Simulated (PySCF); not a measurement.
Delta-SCF ions had no search for a lower state. Excitations are Tamm–Dancoff values on a coarser integration grid. The basis has no diffuse functions, so Rydberg states are missing or too high.

# C3H8, SMILES `C(C)C` (charge 0, multiplicity 1)

Computed with PBE-D3(BJ)/def2-TZVP // PBE-D3(BJ)/def2-SVP (PySCF).

```json
{
  "HOMO": "-7.66 eV",
  "dipole_moment": "0.09 D",
  "LUMO": "0.47 eV",
  "HOMO–LUMO gap": "8.12 eV",
  "S1 excitation (TDA)": "8.19 eV",
  "S1 oscillator strength": "0.003",
  "T1 excitation (TDA)": "7.94 eV",
  "S1–T1 gap (TDA)": "0.25 eV",
  "vertical ionisation energy (Delta-SCF)": "10.98 eV",
  "total_energy": "-119.0069 Ha",
  "cost": "roughly 70 core-seconds"
}
```

```xyz
11

C     -1.2910    -0.1305     0.0188
C      0.0501     0.5320    -0.3025
C      1.2538    -0.2641     0.2056
H     -1.3602    -1.1414    -0.4357
H     -2.1470     0.4646    -0.3592
H     -1.4273    -0.2538     1.1140
H      0.1384     0.6753    -1.4019
H      0.0718     1.5549     0.1337
H      1.2827    -1.2802    -0.2417
H      1.2156    -0.3926     1.3080
H      2.2130     0.2357    -0.0390
```
Charge 0, spin multiplicity 1.
